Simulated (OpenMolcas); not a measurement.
# BNH6 (SMILES [BH3-][NH3+]): RI-MP2/pcseg-0 (RICD fitting)

Aim: a geometry optimisation of BNH6. 

The results are computed with OpenMolcas 26.06.

6 further runs of the same task are left out: 2 that didn't finish, 4 set aside as unsound or not needed.

### 1 The system as given

The species is BNH6 (8 atoms), meant as a singlet with charge 0. As SMILES, `[BH3-][NH3+]`. All atoms were displaced at random from a relaxed shape. The run starts from this shape.

Bond lengths: B1–N2 1.674 Å, B1–H3 1.203 Å, B1–H4 1.205 Å, B1–H5 1.216 Å, N2–H6 1.030 Å, N2–H7 0.992 Å, N2–H8 1.068 Å. Some angles: B1–N2–H6 110.3°, B1–N2–H7 109.6°, B1–N2–H8 111.5°, N2–B1–H3 104.4°, N2–B1–H4 104.0°, N2–B1–H5 103.0°, H6–N2–H7 112.4°, H6–N2–H8 105.7°, H7–N2–H8 107.2°, H3–B1–H4 116.2°.

### 2 A geometry optimisation at RI-MP2/pcseg-0 (RICD fitting)

run.input reads:

```
>>> EXPORT MOLCAS_PRINT=2
&GATEWAY
BasLib = $CurrDir
Coord
8
bohr
B     -0.35145126     0.45791843    -1.56815899
N      0.42651119    -0.44428028     1.36136059
H     -0.16628834    -1.43643941    -2.81176696
H     -2.45102770     1.31224094    -1.34374267
H      1.16325304     2.12687541    -2.01451608
H      0.21559696     1.03999565     2.60341899
H      2.16737603    -1.13857700     1.36483013
H     -0.79915195    -1.89893665     2.03558653
Basis = pcseg-0
Group = NoSym
RICD
>>> EXPORT MOLCAS_MAXITER=50
>>> Do While
&SEWARD
&SCF
PrOrbitals = 1 1
&MBPT2
Frozen = 2
Grdt
&SLAPAF
>>> EndDo
```

The basis set pcseg-0 is read from a file made from the Basis Set Exchange's data (not shown).

Launch:

```console
$ export MOLCAS_MEM=1860
$ pymolcas run.input > run.log
```

Standard output:

```text
--- Start Module: gateway ---
[...]
--- Stop Module: gateway /rc=_RC_ALL_IS_WELL_ ---
[...]
      Basis functions           30
[...]
       Convergence after  10 Iterations
[...]
::    Total SCF energy                                -82.3797083082
[...]
       Reference weight ( Cref**2 )         =        0.93751
::    Total MBPT2 energy                              -82.5653789017
[...]
 *              Molecular gradients               *
 **************************************************
  Irreducible representation: a
 ------------------------------------------------------------------------------------------
                              X                       Y                       Z
 ------------------------------------------------------------------------------------------
  B1               -7.27095575293712E-04   -9.26208515924409E-03   -1.94544223205373E-03
  N2                5.04373845008242E-02    1.58975203009281E-02   -2.22991336632554E-02
  H3                1.66083933184527E-04    2.88607823801601E-03    6.26061726595384E-03
  H4                7.40577531254516E-03    6.05638735378222E-04    2.96200746282174E-03
  H5               -2.51169578873500E-03    1.05353223602478E-03    4.81926989970916E-03
  H6               -6.21150950584792E-03   -4.72140470236715E-03    2.48004221566900E-04
  H7               -3.70493802338534E-02    8.60785494989069E-03   -2.12578763858112E-03
  H8               -1.15095626428241E-02   -1.50671345986240E-02    1.20804646838231E-02
[...]
--- Start Module: slapaf ---
[...]
 Geometry is converged in   8 iterations to a Minimum Structure
*****************************************************************************************************************
*****************************************************************************************************************
++ Geometry section
********************************************************************************
  Geometrical information of the final structure
********************************************************************************
  NOTE: on convergence the final predicted structure will be printed here.
  This is not identical to the structure printed in the head of the output.
 *********************************************************
[...]
--- Stop Module: slapaf /rc=_RC_INVOKED_OTHER_MODULE_ ---
--- Start Module: last_energy ---
[...]
       Convergence after   4 Iterations
[...]
::    Total SCF energy                                -82.3836324510
[...]
      Total spin, S                                     0.0000000000
[...]
      Total electronic charge=   18.000000
      Total            charge=   -0.000000
[...]
       Reference weight ( Cref**2 )         =        0.93715
::    Total MBPT2 energy                              -82.5694553089
[...]
      Dipole Moment (debye):
      Origin of the operator (angstrom)=    0.0313   -0.0209    0.0442
                   X=  1.4046E+00               Y= -1.7515E+00               Z=  5.4419E+00           Total=  5.8868E+00
      Quadrupole Moment (debye*angstrom):
[...]
```

Wall time 13 s (1 thread of Arm Neoverse V2, shared host).

Step by step:

```
step  energy from the first frame kept (eV)  largest force (eV/Å)
   0                                 0.0000                2.9512
   1                                -0.0822                0.8839
   2                                -0.0973                0.6277
   3                                -0.1094                0.2304
   4                                -0.1105                0.1129
   5                                -0.1108                0.0358
   6                                -0.1108                0.0329
   7                                -0.1109                0.0111
```

After the run. Bond lengths: B1–N2 1.718 Å, B1–H3 1.217 Å, B1–H4 1.217 Å, B1–H5 1.217 Å, N2–H6 1.033 Å, N2–H7 1.033 Å, N2–H8 1.033 Å. Some angles: B1–N2–H6 109.3°, B1–N2–H7 109.3°, B1–N2–H8 109.3°, N2–B1–H3 104.8°, N2–B1–H4 104.8°, N2–B1–H5 104.8°, H6–N2–H7 109.7°, H6–N2–H8 109.7°, H7–N2–H8 109.7°, H3–B1–H4 113.7°.

### 3 Outcome

At RI-MP2/pcseg-0 (RICD fitting), 2 core orbitals frozen:

| quantity | value |
| --- | --- |
| total energy at the end | -82.56946 Eh |
| dipole moment (mean-field density) | 5.80 D |
| HOMO energy (Hartree–Fock orbitals) | -11.27 eV |
| LUMO energy (Hartree–Fock orbitals) | 3.84 eV |
| HOMO–LUMO gap (Hartree–Fock orbitals) | 15.11 eV |
| correlation energy (2 core orbitals frozen) | -185.8 mEh |

**Reading.** At the final geometry: Bond lengths: B1–N2 1.718 Å, B1–H3 1.217 Å, B1–H4 1.217 Å, B1–H5 1.217 Å, N2–H6 1.033 Å, N2–H7 1.033 Å, N2–H8 1.033 Å. Some angles: B1–N2–H6 109.3°, B1–N2–H7 109.3°, B1–N2–H8 109.3°, N2–B1–H3 104.8°, N2–B1–H4 104.8°, N2–B1–H5 104.8°, H6–N2–H7 109.7°, H6–N2–H8 109.7°, H7–N2–H8 109.7°, H3–B1–H4 113.7°. The optimisation took 7 steps and changed the energy by -0.111 eV.
